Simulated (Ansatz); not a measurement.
BP (zinc blende): values from a third-order Birch-Murnaghan fit to a volume scan beside measured ones. Computed values: r2SCAN (plane waves to 500 eV, PAW, scalar-relativistic; Ansatz, an electronic-structure program). BP was relaxed with its symmetry unable to fall.

```json
[
 {"quantity": "Lattice constant a (Å)", "reference": "4.525", "kind": "measured, corrected to the static lattice"},
 {"quantity": "Bulk modulus B₀ (GPa)", "reference": "176.5", "kind": "measured, corrected to the static lattice"}
]
```

References as given in: Daniel Mejia-Rodriguez, S. B. Trickey, Physical Review B (2018), arXiv:1807.09216; Tamar Goldzak, Xiao Wang, Hong-Zhou Ye et al., The Journal of Chemical Physics (2022), arXiv:2208.04865.

Question: What does r2SCAN give, and how far is that from the reference?

Answer: 
```json
[
 {"quantity": "Lattice constant a (Å)", "r2SCAN": "4.537", "difference": "+0.3 %"},
 {"quantity": "Bulk modulus B₀ (GPa)", "r2SCAN": "169", "difference": "-4.1 %"}
]
```

For the lattice constant a it lies within 0.3 % of the reference. For the bulk modulus B₀ it lies within 5 % of the reference.

(A scan under strain: stresses follow from slopes of the energy per volume, elastic moduli from its curvatures.)
